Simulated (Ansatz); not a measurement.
We consider hcp Sc, described by PBEsol (plane waves, PAW; Ansatz, an electronic-structure program).

Run with plane-wave cutoff 520 eV, 12×12×8 k mesh (along the axes of the cell as run), Fermi–Dirac smearing 0.1 eV, perturbation theory, scalar-relativistic PAW data made under PBE.

Computed at the level's own relaxed cell.

```cif
data_Sc2
_chemical_formula_sum 'Sc2'
_space_group_name_H-M_alt 'P 1'
_space_group_IT_number 1
_cell_length_a 3.27732
_cell_length_b 3.27732
_cell_length_c 5.08488
_cell_angle_alpha 90.000
_cell_angle_beta 90.000
_cell_angle_gamma 120.000
loop_
_space_group_symop_operation_xyz
  'x, y, z'
loop_
_atom_site_label
_atom_site_type_symbol
_atom_site_fract_x
_atom_site_fract_y
_atom_site_fract_z
_atom_site_occupancy
Sc1 Sc 0.66667 0.33333 0.75000 1
Sc2 Sc 0.33333 0.66667 0.25000 1
```

Harmonic phonon frequencies (cm⁻¹; i marks an imaginary mode):

```csv
q point,frequencies
Γ,…
M,119 138 190 208 215 221
K,171 171 179 179 205 209
```

### Question
What belongs in the gaps?

### Answer

- Γ, frequencies: 0 0 0 137 137 231

No imaginary mode appears at these points.
